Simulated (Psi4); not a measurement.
**One shape, several levels: AlH2ClF− (SMILES [F][AlH2-][Cl])**

Aim: a comparison of 5 runs (HF/def2-SVP, B3LYP/6-31G*, PBE0/def2-SVP, PBE/pcseg-2, revTPSSh-D3(BJ)+ATM/pcseg-2) of AlH2ClF−. 

The results are computed with Psi4 1.11.

4 further runs of the same task are left out: 1 that didn't finish, 3 set aside as unsound or not needed.

**1. The structure to begin with**

The species is AlH2ClF− (5 atoms), meant as a singlet with charge -1. SMILES: `[F][AlH2-][Cl]`. Geometry: a GFN2-xTB relaxation, a rough one for these elements and not checked as a minimum.

Bond lengths: F1–Al2 1.693 Å, Al2–Cl3 2.112 Å, Al2–H4 1.585 Å, Al2–H5 1.585 Å. Angles: F1–Al2–Cl3 110.6°, F1–Al2–H4 109.3°, F1–Al2–H5 109.3°, Cl3–Al2–H4 107.1°, Cl3–Al2–H5 107.2°, H4–Al2–H5 113.5°.

**2. A single-point energy at HF/def2-SVP (run 1)**

alclfh2.py reads:

```python
import psi4

psi4.set_memory('1600 MB')
psi4.set_num_threads(1)
psi4.core.set_output_file('run.log', False)

geom = psi4.geometry("""
-1 1
F
Al 1 1.693472
Cl 2 2.112292 1 110.59826
H 2 1.584933 1 109.25026 3 117.60126
H 2 1.584781 4 113.45379 1 -122.1872
symmetry c1
no_reorient
no_com
""")

psi4.set_options({
    'basis': 'def2-SVP',
    'puream': True,
    'e_convergence': 1e-09,
    'd_convergence': 1e-08,
    'scf_type': 'pk',
})

e_tot, wfn = psi4.energy("hf", return_wfn=True)
psi4.oeprop(wfn, "DIPOLE", "MAYER_INDICES", "LOWDIN_CHARGES")
print('E =', round(e_tot, 9))
```

Command:

```
python alclfh2.py
```

run.log:

```text
[...]
  Running in c1 symmetry.
[...]
  Nuclear repulsion =  136.186806950626391
[...]
  Multiplicity = 1
[...]
  Nalpha       = 21
  Nbeta        = 21
[...]
    Number of basis functions: 60
[...]
   @RHF iter   1:  -801.84811581385304   -9.39818e-01   6.36021e-03 DIIS/ADIIS
[...]
   @RHF iter  10:  -801.90383873791291   -4.09273e-12   4.57952e-09 DIIS
[...]
    Orbital Energies [Eh]
    ---------------------
    Doubly Occupied:
       1A   -104.559565     2A    -58.237733     3A    -26.019033
       4A    -10.324646     5A     -7.799060     6A     -7.797400
       7A     -7.797345     8A     -4.670617     9A     -2.990347
      10A     -2.989180    11A     -2.988058    12A     -1.283312
      13A     -0.863207    14A     -0.456394    15A     -0.404008
      16A     -0.403706    17A     -0.346928    18A     -0.272670
      19A     -0.268920    20A     -0.248147    21A     -0.201120
[...]
  @RHF Final Energy:  -801.90383873791291
   => Energetics <=
    Nuclear Repulsion Energy =            136.1868069506263907
    One-Electron Energy =               -1394.3384963623911972
    Two-Electron Energy =                 456.2478506738519286
    Total Energy =                       -801.9038387379130199
[...]
 Multipole Moments:
 ------------------------------------------------------------------------------------
     Multipole            Electronic (a.u.)      Nuclear  (a.u.)        Total (a.u.)
 ------------------------------------------------------------------------------------
 L = 1.  Multiply by 2.5417464519 to convert [e a0] to [Debye]
 Dipole X            :         -0.0039081            0.0018635           -0.0020446
 Dipole Y            :         -3.1926631            2.3685422           -0.8241209
 Dipole Z            :         -1.8499322            1.8412196           -0.0087127
 Magnitude           :                                                    0.8241695
[...]
```

The script printed:

```text
E = -801.903838738
```

It took 1.4 s on 1 thread of Intel Xeon 6975P-C (Granite Rapids), shared host; peak memory 0.21 GiB.

**3. A single-point energy at B3LYP/6-31G(d) (spherical functions) (run 2)**

input.json reads:

```json
{
  "schema_name": "qcschema_input",
  "schema_version": 1,
  "molecule": {
    "schema_name": "qcschema_molecule",
    "schema_version": 2,
    "symbols": ["F", "Al", "Cl", "H", "H"],
    "geometry": [-2.25495349, 0.21573113, 2.32192539, -0.16429279, 0.11774883, -0.09898385, 3.12538024, -1.87638466, 0.96627366, -1.38450785, -1.36404211, -2.39810025, 0.67837388, 2.9069657, -0.79109605],
    "molecular_charge": -1,
    "molecular_multiplicity": 1,
    "fix_symmetry": "c1"
  },
  "driver": "energy",
  "model": {
    "method": "b3lyp",
    "basis": "6-31G*"
  },
  "keywords": {
    "puream": true,
    "e_convergence": 1e-09,
    "d_convergence": 1e-08,
    "scf_type": "pk",
    "dft_radial_points": 99,
    "dft_spherical_points": 590,
    "scf_properties": ["MAYER_INDICES", "WIBERG_LOWDIN_INDICES", "QUADRUPOLE"]
  }
}
```

Command:

```
psi4 --qcschema input.json -n 1 --memory 1600MB
```

stdout:

```text
[...]
  Running in c1 symmetry.
[...]
  Nuclear repulsion =  136.186832072048588
[...]
  Multiplicity = 1
[...]
  Nalpha       = 21
  Nbeta        = 21
[...]
    Number of basis functions: 54
[...]
   @RKS iter   1:  -803.73246863756901   -5.18905e-01   9.97251e-03 ADIIS/DIIS
[...]
   @RKS iter  11:  -803.86528155715484   -1.13687e-13   8.98300e-10 DIIS
[...]
    Orbital Energies [Eh]
    ---------------------
    Doubly Occupied:
       1A   -101.298600     2A    -55.816799     3A    -24.426410
       4A     -9.233584     5A     -6.992014     6A     -6.989196
       7A     -6.988876     8A     -3.914187     9A     -2.468507
      10A     -2.466525    11A     -2.465104    12A     -0.906861
      13A     -0.601526    14A     -0.246572    15A     -0.188070
      16A     -0.179606    17A     -0.179394    18A     -0.131992
      19A     -0.128569    20A     -0.115199    21A     -0.072502
[...]
  @RKS Final Energy:  -803.86528155715484
   => Energetics <=
    Nuclear Repulsion Energy =            136.1868320720485883
    One-Electron Energy =               -1394.8556224836827369
    Two-Electron Energy =                 501.9901995518380886
    DFT Exchange-Correlation Energy =     -47.1866906973588911
    Empirical Dispersion Energy =           0.0000000000000000
    VV10 Nonlocal Energy =                  0.0000000000000000
    Total Energy =                       -803.8652815571549581
[...]
 Multipole Moments:
 ------------------------------------------------------------------------------------
     Multipole            Electronic (a.u.)      Nuclear  (a.u.)        Total (a.u.)
 ------------------------------------------------------------------------------------
 L = 1.  Multiply by 2.5417464519 to convert [e a0] to [Debye]
 Dipole X            :          0.6542135           -0.3016803            0.3525332
 Dipole Y            :         -1.5253075            1.1788608           -0.3464467
 Dipole Z            :          3.2133123           -2.7421453            0.4711670
 Magnitude           :                                                    0.6828640
 L = 2.  Multiply by 1.3450342976 to convert [e a0^2] to [Debye ang]
 Quadrupole XX       :       -224.3368897          192.6057168          -31.7311729
 Quadrupole XY       :         82.4555676          -80.8054717            1.6500959
[...]
```

The result, in JSON:

```text
{
 "driver": "energy",
 "model": {
  "method": "b3lyp",
  "basis": "6-31G*"
 },
 "success": true,
 "return_result": -803.8652815571548,
 "properties": {
  "calcinfo_nbasis": 54,
  "calcinfo_nmo": 54,
  "calcinfo_nalpha": 21,
  "calcinfo_nbeta": 21,
  "calcinfo_natom": 5,
  "nuclear_repulsion_energy": 136.1868320720486,
  "return_energy": -803.8652815571548,
  "scf_one_electron_energy": -1394.8556224836827,
  "scf_two_electron_energy": 501.9901995518381,
  "scf_xc_energy": -47.18669069735889,
  "scf_dipole_moment": [0.3525332216532698, -0.3464466523422818, 0.4711669654064745],
  "scf_total_energy": -803.8652815571548,
  "scf_iterations": 11
 }
}
```

Wall time 5.4 s (1 thread of Intel Xeon 6975P-C (Granite Rapids), shared host); peak memory 0.59 GiB.

**4. A single-point energy at PBE0/def2-SVP (run 3)**

input.json reads:

```json
{
 "schema_name": "qcschema_input",
 "schema_version": 1,
 "molecule": {
  "schema_name": "qcschema_molecule",
  "schema_version": 2,
  "symbols": ["F", "Al", "Cl", "H", "H"],
  "geometry": [-2.25495349, 0.21573113, 2.32192539, -0.16429279, 0.11774883, -0.09898385, 3.12538024, -1.87638466, 0.96627366, -1.38450785, -1.36404211, -2.39810025, 0.67837388, 2.9069657, -0.79109605],
  "molecular_charge": -1,
  "molecular_multiplicity": 1,
  "fix_symmetry": "c1"
 },
 "driver": "energy",
 "model": {
  "method": "pbe0",
  "basis": "def2-SVP"
 },
 "keywords": {
  "puream": true,
  "e_convergence": 1e-09,
  "d_convergence": 1e-08,
  "scf_type": "pk",
  "dft_radial_points": 99,
  "dft_spherical_points": 590,
  "scf_properties": ["MULLIKEN_CHARGES", "LOWDIN_CHARGES", "WIBERG_LOWDIN_INDICES"]
 }
}
```

Command:

```
psi4 --qcschema input.json -n 1 --memory 1600MB
```

stdout:

```text
[...]
  Running in c1 symmetry.
[...]
  Nuclear repulsion =  136.186832072048588
[...]
  Multiplicity = 1
[...]
  Nalpha       = 21
  Nbeta        = 21
[...]
    Number of basis functions: 60
[...]
   @RKS iter   1:  -803.09213514397732   -5.38596e-01   8.48169e-03 ADIIS/DIIS
[...]
   @RKS iter  10:  -803.20191570579857   -1.59162e-12   3.96545e-09 DIIS
[...]
    Orbital Energies [Eh]
    ---------------------
    Doubly Occupied:
       1A   -101.446578     2A    -55.922764     3A    -24.502466
       4A     -9.299763     5A     -7.036724     6A     -7.033612
       7A     -7.033319     8A     -3.957184     9A     -2.491431
      10A     -2.489669    11A     -2.487815    12A     -0.917314
      13A     -0.614302    14A     -0.260158    15A     -0.200949
      16A     -0.197096    17A     -0.194968    18A     -0.139895
      19A     -0.136967    20A     -0.121273    21A     -0.079055
[...]
  @RKS Final Energy:  -803.20191570579857
   => Energetics <=
    Nuclear Repulsion Energy =            136.1868320720485883
    One-Electron Energy =               -1394.5396632853937717
    Two-Electron Energy =                 499.0713623655450419
    DFT Exchange-Correlation Energy =     -43.9204468579985345
    Empirical Dispersion Energy =           0.0000000000000000
    VV10 Nonlocal Energy =                  0.0000000000000000
    Total Energy =                       -803.2019157057985694
[...]
 Multipole Moments:
 ------------------------------------------------------------------------------------
     Multipole            Electronic (a.u.)      Nuclear  (a.u.)        Total (a.u.)
 ------------------------------------------------------------------------------------
 L = 1.  Multiply by 2.5417464519 to convert [e a0] to [Debye]
 Dipole X            :          0.8060995           -0.3016803            0.5044192
 Dipole Y            :         -1.6237208            1.1788608           -0.4448600
 Dipole Z            :          3.2796875           -2.7421453            0.5375421
 Magnitude           :                                                    0.8609824
[...]
  Mulliken Charges: (a.u.)
   Center  Symbol    Alpha    Beta     Spin     Total
       1     F     4.74336  4.74336  0.00000 -0.48672
       2    AL     6.19978  6.19978  0.00000  0.60045
       3    CL     8.73209  8.73209  0.00000 -0.46418
       4     H     0.66240  0.66240  0.00000 -0.32480
       5     H     0.66237  0.66237  0.00000 -0.32475
   Total alpha = 21.00000, Total beta = 21.00000, Total charge = -1.00000
  Lowdin Charges: (a.u.)
   Center  Symbol    Alpha    Beta     Spin     Total
       1     F     4.65820  4.65820  0.00000 -0.31641
[...]
```

The result, in JSON:

```text
{
 "driver": "energy",
 "model": {
  "method": "pbe0",
  "basis": "def2-SVP"
 },
 "success": true,
 "return_result": -803.2019157057986,
 "properties": {
  "calcinfo_nbasis": 60,
  "calcinfo_nmo": 60,
  "calcinfo_nalpha": 21,
  "calcinfo_nbeta": 21,
  "calcinfo_natom": 5,
  "nuclear_repulsion_energy": 136.1868320720486,
  "return_energy": -803.2019157057986,
  "scf_one_electron_energy": -1394.5396632853938,
  "scf_two_electron_energy": 499.07136236554504,
  "scf_xc_energy": -43.920446857998535,
  "scf_dipole_moment": [0.5044192412334869, -0.4448600109595948, 0.5375421282249122],
  "scf_total_energy": -803.2019157057986,
  "scf_iterations": 10
 }
}
```

Wall time 5.7 s (1 thread of Intel Xeon 6975P-C (Granite Rapids), shared host); peak memory 0.62 GiB.

Run 4 isn't shown in full; the table further down has it.

**5. Energy and gradient at revTPSSh-D3(BJ)+ATM/pcseg-2 (run 5)**

input.json reads:

```json
{
  "schema_name": "qcschema_input",
  "schema_version": 1,
  "molecule": {
    "schema_name": "qcschema_molecule",
    "schema_version": 2,
    "symbols": ["F", "Al", "Cl", "H", "H"],
    "geometry": [-2.25495349, 0.21573113, 2.32192539, -0.16429279, 0.11774883, -0.09898385, 3.12538024, -1.87638466, 0.96627366, -1.38450785, -1.36404211, -2.39810025, 0.67837388, 2.9069657, -0.79109605],
    "molecular_charge": -1,
    "molecular_multiplicity": 1
  },
  "driver": "gradient",
  "model": {
    "method": "revtpssh-d3bjatm",
    "basis": "pcseg-2"
  },
  "keywords": {
    "reference": "rks",
    "scf_type": "pk"
  }
}
```

Command:

```
psi4 --qcschema input.json -n 1 --memory 1600MB
```

stdout:

```text
[...]
  Running in c1 symmetry.
[...]
  Nuclear repulsion =  136.186832072048588
[...]
  Multiplicity = 1
[...]
  Nalpha       = 21
  Nbeta        = 21
[...]
    Number of basis functions: 126
[...]
   @RKS iter   1:  -803.54716912491767   -4.81060e-01   4.95354e-03 DIIS/ADIIS
[...]
   @RKS iter  11:  -803.71604827508747   -1.13687e-12   4.89445e-09 DIIS
[...]
    Orbital Energies [Eh]
    ---------------------
    Doubly Occupied:
       1A   -101.171816     2A    -55.685880     3A    -24.375563
       4A     -9.170892     5A     -6.893715     6A     -6.891469
       7A     -6.891179     8A     -3.860755     9A     -2.391237
      10A     -2.389284    11A     -2.387348    12A     -0.909306
      13A     -0.591685    14A     -0.241273    15A     -0.184013
      16A     -0.177875    17A     -0.177400    18A     -0.129928
      19A     -0.126491    20A     -0.113319    21A     -0.074122
[...]
  @RKS Final Energy:  -803.71604827508747
   => Energetics <=
    Nuclear Repulsion Energy =            136.1868320720485883
    One-Electron Energy =               -1394.6820246105376100
    Two-Electron Energy =                 507.3320199872441094
    DFT Exchange-Correlation Energy =     -52.5489426469799596
    Empirical Dispersion Energy =          -0.0039330768627155
    VV10 Nonlocal Energy =                  0.0000000000000000
    Total Energy =                       -803.7160482750874735
[...]
 Multipole Moments:
 ------------------------------------------------------------------------------------
     Multipole            Electronic (a.u.)      Nuclear  (a.u.)        Total (a.u.)
 ------------------------------------------------------------------------------------
 L = 1.  Multiply by 2.5417464519 to convert [e a0] to [Debye]
 Dipole X            :          0.7434428           -0.3016803            0.4417626
 Dipole Y            :         -1.5659834            1.1788608           -0.3871226
 Dipole Z            :          3.2069075           -2.7421453            0.4647622
 Magnitude           :                                                    0.7490140
[...]
  -Total Gradient:
     Atom            X                  Y                   Z
    ------   -----------------  -----------------  -----------------
       1        0.003447578601     0.000599142346    -0.006101195871
       2        0.015600904382    -0.009815901156     0.006354195982
       3       -0.021686326068     0.013847096072    -0.009024253923
       4        0.004452837200     0.004088809684     0.006841223811
       5       -0.001790125754    -0.008750611407     0.001981364753
[...]
```

The result, in JSON:

```text
{
 "driver": "gradient",
 "model": {
  "method": "revtpssh-d3bjatm",
  "basis": "pcseg-2"
 },
 "success": true,
 "return_result": [0.0034475786007547404, 0.0005991423459920387, -0.006101195870931024, 0.015600904381560844, -0.009815901156440203, 0.00635419598240941, -0.021686326067906717, 0.013847096072319336, -0.009024253922513329, 0.004452837199529632, 0.004088809684060369, 0.006841223810681858, -0.0017901257540291107, -0.008750611407036028, 0.001981364753120812],
 "properties": {
  "calcinfo_nbasis": 126,
  "calcinfo_nmo": 126,
  "calcinfo_nalpha": 21,
  "calcinfo_nbeta": 21,
  "calcinfo_natom": 5,
  "nuclear_repulsion_energy": 136.1868320720486,
  "return_energy": -803.7160482750875,
  "return_gradient": [0.0034475786007547404, 0.0005991423459920387, -0.006101195870931024, 0.015600904381560844, -0.009815901156440203, 0.00635419598240941, -0.021686326067906717, 0.013847096072319336, -0.009024253922513329, 0.004452837199529632, 0.004088809684060369, 0.006841223810681858, -0.0017901257540291107, -0.008750611407036028, 0.001981364753120812],
  "scf_one_electron_energy": -1394.6820246105376,
  "scf_two_electron_energy": 507.3320199872441,
  "scf_xc_energy": -52.54894264697996,
  "scf_dispersion_correction_energy": -0.003933076862715498,
  "scf_dipole_moment": [0.44176255482392396, -0.387122602007566, 0.4647621531063697],
  "scf_total_energy": -803.7160482750875,
  "scf_total_gradient": [0.0034475786007547404, 0.0005991423459920387, -0.006101195870931024, 0.015600904381560844, -0.009815901156440203, 0.00635419598240941, -0.021686326067906717, 0.013847096072319336, -0.009024253922513329, 0.004452837199529632, 0.004088809684060369, 0.006841223810681858, -0.0017901257540291107, -0.008750611407036028, 0.001981364753120812],
  "scf_iterations": 11
 }
}
```

It took 23 s on 1 thread of Intel Xeon 6975P-C (Granite Rapids), shared host; peak memory 0.82 GiB.

**6. Overview of the runs**

```tsv
run	level	integration grid	task	energy (Eh)	HOMO energy (eV)	LUMO energy (eV)	HOMO–LUMO gap (eV)	wall time
1	HF/def2-SVP	–	energy	-801.903839	-5.47	9.50	14.97	1.4 s
2	B3LYP/6-31G* (spherical functions)	99 radial × 590 angular	energy	-803.865282	-1.97	5.84	7.81	5.4 s
3	PBE0/def2-SVP	99 radial × 590 angular	energy	-803.201916	-2.15	6.65	8.80	5.7 s
4	PBE/pcseg-2	99 radial × 590 angular	gradient	-803.533352	-1.21	4.54	5.75	23 s
5	revTPSSh-D3(BJ)+ATM/pcseg-2	75 radial × 302 angular	gradient	-803.716048	-2.02	5.02	7.03	23 s
```

**7. Results**

| quantity | value |
| --- | --- |
| run 5: total energy | -803.71605 Eh |
| run 5: HOMO energy | -2.02 eV |
| run 5: LUMO energy | 5.02 eV |
| run 5: HOMO–LUMO gap (to an unbound level, set by the basis) | 7.03 eV |
| run 5: dispersion energy | -10.33 kJ/mol |
| run 5: largest force on an atom | 1.402 eV/Å |

What this shows: The HOMO–LUMO gap runs from 5.75 eV (PBE/pcseg-2) to 14.97 eV (HF/def2-SVP). The two ends differ in method and basis. The empty levels of an anion lie above zero and hang on the basis. Totals of different functionals can't be ranked against each other. All runs together took 59 s, the longest 23 s.
